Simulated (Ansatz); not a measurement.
A run of Ansatz (development build ahead of 0.2.0) on singlet CH3O(-) at this shape:

```xyz
5

C     0.0199   -0.0392   -0.4842
O    -0.0005    0.0436    0.7569
H    -0.0310   -1.0521   -1.1004
H    -0.9238    0.4763   -1.0691
H     0.8577    0.4795   -1.0648
```

Its results:

```
Converged                       : yes
Reference energy                : -114.43311 hartree
Correlation energy              : -0.43895 hartree
Total energy                    : -114.87207 hartree
Spin squared of the determinant : 0.000
```

Task: Which input gives this output? Name the method, the orbitals and the basis set, and write the input.

Result: RHF-MP2 in cc-pVTZ. An unrestricted run that stays on the closed shell gives the same numbers.

```yaml
crystal:
  periodic: [false, false, false]
  atoms:
    - { symbol: C, position_ang: [0.01993, -0.03918, -0.48417] }
    - { symbol: O, position_ang: [-0.00052, 0.04358, 0.75688] }
    - { symbol: H, position_ang: [-0.03104, -1.05208, -1.10045] }
    - { symbol: H, position_ang: [-0.92379, 0.47632, -1.06912] }
    - { symbol: H, position_ang: [0.85768, 0.47948, -1.06475] }
basis:
  gaussian: { orbitals: cc-pVTZ }
total_charge: -1
hamiltonian:
  xc: hf
correlation:
  method: mp2
  frozen_orbitals: { C: 1, H: 0, O: 1 }
```

Caution: no diffuse functions for an anion.
